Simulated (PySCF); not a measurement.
# Ionisation energy of Be by level of theory

Be [He] 2s2 (1S) → Be+ [He] 2s1 (2S), as a difference of total energies. All numbers are calculated (PySCF 2.14, no relativity, point nucleus, in aug-cc-pVTZ with one added diffuse shell each of s, p, d, f type (6s5p4d3f, 62 functions)). Correlated levels: valence: 1s2 frozen. The calculations carry no spin-orbit coupling.

```json
{"method": "UHF", "ionisation energy (eV)": "8.044", "error (eV)": "-1.279"}
{"method": "MP2 (valence)", "ionisation energy (eV)": "8.816", "error (eV)": "-0.507"}
{"method": "SCS-MP2 (valence)", "ionisation energy (eV)": "8.970", "error (eV)": "-0.353"}
{"method": "CCSD (valence)", "ionisation energy (eV)": "9.285", "error (eV)": "-0.038"}
```

Reference: 9.323 eV (measured; NIST Atomic Spectra Database, ionization energies).

Errors of the correlated levels include the incompleteness of this basis and the frozen core.

With two correlated electrons CCSD is exact in that space.
